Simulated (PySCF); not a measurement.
PySCF input (BP86/def2-TZVPD):

```python
from pyscf import gto, scf, dft

mol = gto.M(
    atom='''
    C    -0.52121597    0.09785177    0.02418323
    O     0.77519218   -0.14553262   -0.03596714
    H    -1.01292923    0.00621803    1.05553155
    H    -0.86240922    1.14299440   -0.30004212
    H    -1.19890323   -0.57206207   -0.61285166
    ''',
    basis='def2-tzvpd',
    charge=-1,
    spin=0,
    verbose=4,
)

mf = dft.RKS(mol, xc='bp86').density_fit(auxbasis='def2-universal-jkfit')
mf.grids.level = 3
mf.conv_tol = 1e-9
mf.max_cycle = 100
mf.max_memory = 1500
mf.kernel()
if not mf.converged:
    mf = mf.newton()
    mf.kernel(mf.make_rdm1())
mf.analyze()
```

Output:

```
PySCF version 2.14.0

[INPUT] verbose = 4
[INPUT] num. atoms = 5
[INPUT] num. electrons = 18
[INPUT] charge = -1
[INPUT] spin (= nelec alpha-beta = 2S) = 0
[INPUT] symmetry False subgroup None
[INPUT] Mole.unit = angstrom
[INPUT] Symbol           X                Y                Z      unit          X                Y                Z       unit  Magmom
[INPUT]  1 C     -0.521215970000   0.097851770000   0.024183230000 AA   -0.984955435050   0.184913046104   0.045699681507 Bohr   0.0
[INPUT]  2 O      0.775192180000  -0.145532620000  -0.035967140000 AA    1.464900914105  -0.275016793990  -0.067968044084 Bohr   0.0
[INPUT]  3 H     -1.012929230000   0.006218030000   1.055531550000 AA   -1.914158828267   0.011750373734   1.994665545338 Bohr   0.0
[INPUT]  4 H     -0.862409220000   1.142994400000  -0.300042120000 AA   -1.629717233100   2.159946377912  -0.566997432634 Bohr   0.0
[INPUT]  5 H     -1.198903230000  -0.572062070000  -0.612851660000 AA   -2.265598754556  -1.081040638552  -1.158121792385 Bohr   0.0

nuclear repulsion = 34.4871913191526
number of shells = 42
number of NR pGTOs = 140
number of NR cGTOs = 104
basis = def2-tzvpd
ecp = {}

******** <class 'pyscf.df.df_jk.DFRKS'> ********
method = DFRKS
initial guess = minao
damping factor = 0
level_shift factor = 0
DIIS = <class 'pyscf.scf.diis.CDIIS'>
diis_start_cycle = 1
diis_space = 8
diis_damp = 0
SCF conv_tol = 1e-09
SCF conv_tol_grad = None
SCF max_cycles = 100
direct_scf = False
XC library pyscf.dft.libxc version 7.1.2
    S. Lehtola, C. Steigemann, M. J. T. Oliveira, and M. A. L. Marques,  SoftwareX 7, 1–5 (2018)
XC functionals = bp86
    A. D. Becke,  Phys. Rev. A 38, 3098 (1988)
    J. P. Perdew,  Phys. Rev. B 33, 8822 (1986)
    J. P. Perdew,  Phys. Rev. B 34, 7406–7406 (1986)
radial grids:
    Treutler-Ahlrichs [JCP 102, 346 (1995); DOI:10.1063/1.469408] (M4) radial grids

becke partition: Becke, JCP 88, 2547 (1988); DOI:10.1063/1.454033
pruning grids: <function nwchem_prune>
grids dens level: 3
symmetrized grids: False
atomic radii adjust function: <function treutler_atomic_radii_adjust>
small_rho_cutoff = 0
Set gradient conv threshold to 3.16228e-05
Initial guess from minao.
tot grids = 57624
init E= -115.104764888474
  HOMO = -0.31609608846861  LUMO = -0.0132940527063283  gap/eV = 8.23966
cycle= 1 E= -114.898077253745  delta_E= 0.207  |g|= 1.08  |ddm|= 1.52

WARN: HOMO 0.240801967647794 == LUMO 0.240802558489752

cycle= 2 E= -108.646305079109  delta_E= 6.25  |g|= 3.58  |ddm|=  397
  HOMO = 0.00268000100172627  LUMO = 0.148362915039066  gap/eV = 3.96423
cycle= 3 E= -115.146354576487  delta_E= -6.5  |g|= 0.201  |ddm|=  397
  HOMO = 0.0878276983487889  LUMO = 0.159203421970155  gap/eV = 1.94223
cycle= 4 E= -115.153895928549  delta_E= -0.00754  |g|= 0.186  |ddm|= 1.28
  HOMO = 0.0768048985193451  LUMO = 0.162232331607321  gap/eV = 2.32460
cycle= 5 E= -115.160236172185  delta_E= -0.00634  |g|= 0.0706  |ddm|= 0.182
  HOMO = 0.0716813127992305  LUMO = 0.159808811874434  gap/eV = 2.39807
cycle= 6 E= -115.161508802241  delta_E= -0.00127  |g|= 0.0188  |ddm|= 0.124
  HOMO = 0.0680994233537436  LUMO = 0.158335530929097  gap/eV = 2.45545
cycle= 7 E= -115.161578588447  delta_E= -6.98e-05  |g|= 0.00165  |ddm|= 0.0702
  HOMO = 0.0681281318476098  LUMO = 0.158342360585664  gap/eV = 2.45485
cycle= 8 E= -115.161579339722  delta_E= -7.51e-07  |g|= 0.000464  |ddm|= 0.00744
  HOMO = 0.0681155000296606  LUMO = 0.158352806694257  gap/eV = 2.45548
cycle= 9 E= -115.161579400347  delta_E= -6.06e-08  |g|= 8.88e-05  |ddm|= 0.00117
  HOMO = 0.068102792325835  LUMO = 0.158351814884448  gap/eV = 2.45580
cycle= 10 E= -115.161579402321  delta_E= -1.97e-09  |g|= 1.59e-05  |ddm|= 0.000491
  HOMO = 0.0681051363930068  LUMO = 0.158352125202676  gap/eV = 2.45575
cycle= 11 E= -115.161579402385  delta_E= -6.37e-11  |g|= 1.25e-06  |ddm|= 5.5e-05
  HOMO = 0.0681056323464682  LUMO = 0.158352279415155  gap/eV = 2.45574
Extra cycle  E= -115.161579402385  delta_E= -1.71e-13  |g|= 1.75e-06  |ddm|= 1.64e-05
converged SCF energy = -115.161579402385
**** SCF Summaries ****
Total Energy =                        -115.161579402384774
Nuclear Repulsion Energy =              34.487191319152622
One-electron Energy =                 -229.691731505569351
Two-electron Energy =                   80.042960784031948
Two-electron Coulomb Energy =           95.352241921273091
DFT Exchange-Correlation Energy =      -15.309281137241149
HOMO-LUMO gap [eV] =                     2.455736350396732
**** MO energy ****
MO #1   energy= -18.4432906446634  occ= 2
MO #2   energy= -9.70370108335277  occ= 2
MO #3   energy= -0.612405285430754 occ= 2
MO #4   energy= -0.33306566511304  occ= 2
MO #5   energy= -0.135998869795814 occ= 2
MO #6   energy= -0.135998228225591 occ= 2
MO #7   energy= -0.0875217348694761 occ= 2
MO #8   energy= 0.0681043886102545 occ= 2
MO #9   energy= 0.0681056323464682 occ= 2
MO #10  energy= 0.158352279415155  occ= 0
MO #11  energy= 0.206876761110723  occ= 0
MO #12  energy= 0.211497851866523  occ= 0
MO #13  energy= 0.211499517082379  occ= 0
MO #14  energy= 0.259204685867556  occ= 0
MO #15  energy= 0.263220611084603  occ= 0
MO #16  energy= 0.263228462761327  occ= 0
MO #17  energy= 0.30188087253378   occ= 0
MO #18  energy= 0.301884628970213  occ= 0
MO #19  energy= 0.359566888487314  occ= 0
MO #20  energy= 0.378285649734429  occ= 0
MO #21  energy= 0.41148056179003   occ= 0
MO #22  energy= 0.411502053934235  occ= 0
MO #23  energy= 0.429302751940276  occ= 0
MO #24  energy= 0.429304966273655  occ= 0
MO #25  energy= 0.451075105217217  occ= 0
MO #26  energy= 0.454238300926954  occ= 0
MO #27  energy= 0.467714554585538  occ= 0
MO #28  energy= 0.467716734136776  occ= 0
MO #29  energy= 0.474650861851906  occ= 0
MO #30  energy= 0.521935078223361  occ= 0
MO #31  energy= 0.535695708215077  occ= 0
MO #32  energy= 0.535696681918711  occ= 0
MO #33  energy= 0.612370423927416  occ= 0
MO #34  energy= 0.644528055785654  occ= 0
MO #35  energy= 0.644541258470942  occ= 0
MO #36  energy= 0.714512672130701  occ= 0
MO #37  energy= 0.71451302713918   occ= 0
MO #38  energy= 0.764821673985717  occ= 0
MO #39  energy= 0.764824634877326  occ= 0
MO #40  energy= 0.773632989414284  occ= 0
MO #41  energy= 0.811984660203727  occ= 0
MO #42  energy= 0.819477548146566  occ= 0
MO #43  energy= 0.844519551368139  occ= 0
MO #44  energy= 0.844522444936813  occ= 0
MO #45  energy= 1.0220761698126    occ= 0
MO #46  energy= 1.07077785142751   occ= 0
MO #47  energy= 1.0707836957946    occ= 0
MO #48  energy= 1.17874180963264   occ= 0
MO #49  energy= 1.178746032474     occ= 0
MO #50  energy= 1.24101059746597   occ= 0
MO #51  energy= 1.25558334158429   occ= 0
MO #52  energy= 1.25559270420739   occ= 0
MO #53  energy= 1.40035438198863   occ= 0
MO #54  energy= 1.77166897668628   occ= 0
MO #55  energy= 1.78295484174223   occ= 0
MO #56  energy= 1.78295906297825   occ= 0
MO #57  energy= 1.88876058955245   occ= 0
MO #58  energy= 1.88876162605498   occ= 0
MO #59  energy= 1.93596138024898   occ= 0
MO #60  energy= 2.055551053248     occ= 0
MO #61  energy= 2.05555215730412   occ= 0
MO #62  energy= 2.13135487133393   occ= 0
MO #63  energy= 2.24722307600936   occ= 0
MO #64  energy= 2.24722382500102   occ= 0
MO #65  energy= 2.265748176219     occ= 0
MO #66  energy= 2.42521188505023   occ= 0
MO #67  energy= 2.58247859847636   occ= 0
MO #68  energy= 2.58248010683515   occ= 0
MO #69  energy= 2.61429694154612   occ= 0
MO #70  energy= 2.69966982328518   occ= 0
MO #71  energy= 2.69968703534688   occ= 0
MO #72  energy= 2.76110083269963   occ= 0
MO #73  energy= 2.76110394547048   occ= 0
MO #74  energy= 3.08012494703657   occ= 0
MO #75  energy= 3.16265838170776   occ= 0
MO #76  energy= 3.16266578403468   occ= 0
MO #77  energy= 3.2967552475381    occ= 0
MO #78  energy= 3.32012972846669   occ= 0
MO #79  energy= 3.33651357894941   occ= 0
MO #80  energy= 3.33651588849016   occ= 0
MO #81  energy= 3.43310427603834   occ= 0
MO #82  energy= 3.67833468152848   occ= 0
MO #83  energy= 3.67833862564681   occ= 0
MO #84  energy= 3.74673808649279   occ= 0
MO #85  energy= 3.81330544206109   occ= 0
MO #86  energy= 3.81331234106219   occ= 0
MO #87  energy= 4.31982908966262   occ= 0
MO #88  energy= 4.319831463838     occ= 0
MO #89  energy= 4.44894328586208   occ= 0
MO #90  energy= 4.75295123909486   occ= 0
MO #91  energy= 5.35924150835814   occ= 0
MO #92  energy= 5.3852031924232    occ= 0
MO #93  energy= 5.62882835501163   occ= 0
MO #94  energy= 5.62882990293009   occ= 0
MO #95  energy= 6.112935633414     occ= 0
MO #96  energy= 6.11293952421773   occ= 0
MO #97  energy= 6.32408914066831   occ= 0
MO #98  energy= 6.65903467388546   occ= 0
MO #99  energy= 6.65906303595733   occ= 0
MO #100 energy= 6.95716031229925   occ= 0
MO #101 energy= 6.95716063454836   occ= 0
MO #102 energy= 7.29401023070323   occ= 0
MO #103 energy= 22.4473255861374   occ= 0
MO #104 energy= 43.6879994695417   occ= 0
 ** Mulliken pop on meta-lowdin orthogonal AOs  **
 ** Mulliken pop  **
pop of  0 C 1s            1.99987
pop of  0 C 2s            0.99728
pop of  0 C 3s            0.00662
pop of  0 C 4s            0.00140
pop of  0 C 5s            0.00075
pop of  0 C 6s            0.00034
pop of  0 C 2px           0.88335
pop of  0 C 2py           1.06579
pop of  0 C 2pz           1.07205
pop of  0 C 3px           0.00750
pop of  0 C 3py           0.00190
pop of  0 C 3pz           0.00170
pop of  0 C 4px           0.00087
pop of  0 C 4py           0.00132
pop of  0 C 4pz           0.00134
pop of  0 C 3dxy          0.00764
pop of  0 C 3dyz          0.00089
pop of  0 C 3dz^2         0.00051
pop of  0 C 3dxz          0.00812
pop of  0 C 3dx2-y2       0.00185
pop of  0 C 4dxy          0.00317
pop of  0 C 4dyz          0.00032
pop of  0 C 4dz^2         0.00031
pop of  0 C 4dxz          0.00337
pop of  0 C 4dx2-y2       0.00100
pop of  0 C 5dxy          0.00953
pop of  0 C 5dyz          0.00062
pop of  0 C 5dz^2         0.00161
pop of  0 C 5dxz          0.01127
pop of  0 C 5dx2-y2       0.00285
pop of  0 C 4f-3          0.00046
pop of  0 C 4f-2          0.00030
pop of  0 C 4f-1          0.00009
pop of  0 C 4f+0          0.00040
pop of  0 C 4f+1          0.00076
pop of  0 C 4f+2          0.00018
pop of  0 C 4f+3          0.00073
pop of  1 O 1s            1.99994
pop of  1 O 2s            1.74528
pop of  1 O 3s            0.01239
pop of  1 O 4s            0.00110
pop of  1 O 5s            0.00019
pop of  1 O 6s            0.00011
pop of  1 O 2px           1.39786
pop of  1 O 2py           1.79271
pop of  1 O 2pz           1.80626
pop of  1 O 3px           0.00303
pop of  1 O 3py           0.01595
pop of  1 O 3pz           0.01639
pop of  1 O 4px           0.00063
pop of  1 O 4py           0.00050
pop of  1 O 4pz           0.00050
pop of  1 O 5px           0.00050
pop of  1 O 5py           0.00031
pop of  1 O 5pz           0.00030
pop of  1 O 3dxy          0.00137
pop of  1 O 3dyz          0.00008
pop of  1 O 3dz^2         0.00148
pop of  1 O 3dxz          0.00089
pop of  1 O 3dx2-y2       0.00397
pop of  1 O 4dxy          0.00032
pop of  1 O 4dyz          0.00002
pop of  1 O 4dz^2         0.00023
pop of  1 O 4dxz          0.00028
pop of  1 O 4dx2-y2       0.00059
pop of  1 O 5dxy          0.00130
pop of  1 O 5dyz          0.00003
pop of  1 O 5dz^2         0.00004
pop of  1 O 5dxz          0.00145
pop of  1 O 5dx2-y2       0.00025
pop of  1 O 4f-3          0.00014
pop of  1 O 4f-2          0.00001
pop of  1 O 4f-1          0.00001
pop of  1 O 4f+0          0.00004
pop of  1 O 4f+1          0.00015
pop of  1 O 4f+2          0.00006
pop of  1 O 4f+3          0.00022
pop of  2 H 1s            1.01263
pop of  2 H 2s            0.00418
pop of  2 H 3s            0.00227
pop of  2 H 2px           0.00241
pop of  2 H 2py           0.00083
pop of  2 H 2pz           0.00048
pop of  2 H 3px           0.00419
pop of  2 H 3py           0.00018
pop of  2 H 3pz           0.00449
pop of  3 H 1s            1.01263
pop of  3 H 2s            0.00418
pop of  3 H 3s            0.00227
pop of  3 H 2px           0.00216
pop of  3 H 2py           0.00079
pop of  3 H 2pz           0.00077
pop of  3 H 3px           0.00319
pop of  3 H 3py           0.00515
pop of  3 H 3pz           0.00052
pop of  4 H 1s            1.01263
pop of  4 H 2s            0.00418
pop of  4 H 3s            0.00227
pop of  4 H 2px           0.00269
pop of  4 H 2py           0.00042
pop of  4 H 2pz           0.00061
pop of  4 H 3px           0.00568
pop of  4 H 3py           0.00154
pop of  4 H 3pz           0.00165
 ** Mulliken atomic charges  **
charge of    0C =     -0.09808
charge of    1O =     -0.80692
charge of    2H =     -0.03167
charge of    3H =     -0.03167
charge of    4H =     -0.03167

WARN: System has nonzero charge -1; the dipole moment is origin-dependent.
Location of origin: [0. 0. 0.]

Dipole moment(X, Y, Z, Debye): -1.63096,  0.30620,  0.07566
```
